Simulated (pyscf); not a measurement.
Thermochemistry of product channels of :N–F (SMILES [N]F) [triplet] + SiH₄ (SMILES [SiH4]) on the triplet surface, in eV, from CCSD(T)/def2-TZVPP + ΔMP2(QZVPP) energies (ideal gas, 1 atm, RRHO with modes under 100 cm⁻¹ raised to 100, one conformer, R ln 2 for rigid chiral ones). PySCF, gas phase, ωB97X-D3(BJ)/def2-SVP geometries. Correlated levels are frozen-core, on RHF or UHF. ΔMP2 is the change of the MP2 total energy from the triple- to the quadruple-zeta basis.

```
products                                                            ΔE  ΔH(298 K)  ΔG(298 K)  ΔG(900 K)
---------------------------------------------------------------  -----  ---------  ---------  ---------
•HN–F (SMILES [NH]F) + SiH₃• (SMILES [SiH3])                     +0.72      +0.75      +0.65      +0.47
H₂N–F (SMILES NF) + SiH₂ (SMILES [SiH2]) [triplet]               +0.57      +0.74      +0.66      +0.50
NH (SMILES [NH]) [triplet] + F–SiH₃ (SMILES F[SiH3])               ___      -2.72      -2.72      -2.75
F–N•–SiH₃ (SMILES F[N][SiH3]) + H• (SMILES [H])                    ___      +1.31      +1.36      +1.38
F–NH–SiH₂• (SMILES FN[SiH2]) + H• (SMILES [H])                   +1.26      +1.25      +1.28      +1.27
F–N=SiH₂ (SMILES FN=[SiH2]) + H• (SMILES [H]) + H• (SMILES [H])  +4.18      +3.90      +3.64      +3.01
•HN–SiH₃ (SMILES [NH][SiH3]) + F• (SMILES [F])                   +0.08      +0.15      +0.14      +0.09
:N–SiH₃ (SMILES [N][SiH3]) [triplet] + HF (SMILES F)               ___      -1.58      -1.60      -1.66
```

Task: What belongs in the gaps?

Result: 
- NH (SMILES [NH]) [triplet] + F–SiH₃ (SMILES F[SiH3]), ΔE: -2.74
- F–N•–SiH₃ (SMILES F[N][SiH3]) + H• (SMILES [H]), ΔE: +1.42
- :N–SiH₃ (SMILES [N][SiH3]) [triplet] + HF (SMILES F), ΔE: -1.63

These are energies of the channels, which say nothing of barriers. F–N•–SiH₃ lies 4.61 eV over its isomer H₂N–SiH•–F, and others may lie lower still (electronic energy, ωB97M-D3(BJ)). F–NH–SiH₂• lies 4.54 eV over its isomer H₂N–SiH•–F, and others may lie lower still (electronic energy, ωB97M-D3(BJ)). SiH₂ [triplet] is an excited spin state, 0.95 eV over the singlet at ωB97X-D3(BJ). The CCSD(T) − MP2 part came from Ansatz, without density fitting, on the same reference. Left out: orbital degeneracy and the spin-orbit lowering of F.
